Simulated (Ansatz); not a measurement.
`ClC1CCO1` → `CO/C=C/Cl`  (isomerisation)

Program: Ansatz. Geometries: PBE0-D4/def2-TZVP. ΔE: electronic, gas phase. CBS: MP2 limit from def2 TZ/QZ plus the TZ coupled-cluster correction, frozen cores. DFT in def2-TZVPP. Each species was taken in one conformer, which may not be the lowest.

`ClC1CCO1`:

```xyz
10

Cl   -0.686   -1.212   -1.998
C    -0.805   -0.547   -0.327
C     0.534   -0.464    0.397
C     0.358    1.044    0.208
O    -0.973    0.840   -0.310
H    -1.635   -1.085    0.128
H     0.481   -0.796    1.434
H     1.375   -0.935   -0.105
H     0.341    1.655    1.112
H     1.010    1.502   -0.540
```

`CO/C=C/Cl`:

```xyz
10

C    -0.076   -0.283   -1.663
O    -0.162    0.588   -0.555
C    -0.093   -0.018    0.645
C     0.194    0.662    1.748
Cl    0.199   -0.092    3.292
H    -0.256    0.319   -2.552
H     0.917   -0.739   -1.730
H    -0.833   -1.072   -1.603
H    -0.312   -1.084    0.673
H     0.421    1.719    1.746
```

```
        level  ΔE (kcal/mol)
          PBE            4.4
HF/def2-QZVPP            1.6
```

Problem. What does CCSD(T)/CBS give? (An estimate is asked.)

Solution. Ansatz gave: +5.1 kcal/mol. The listed levels differ from it by -0.7, -3.5 kcal/mol.

Largest T1 diagnostic among the species: 0.012.

In def2-TZVPP, CCSD(T) changes the Hartree–Fock value by +3.5 kcal/mol (the triples alone add −0.1 kcal/mol) and MP2 by +4.7 kcal/mol. From PBE to PBE0 (25 % exact exchange), in def2-TZVPP and without D4, ΔE moves by +1.8 kcal/mol.
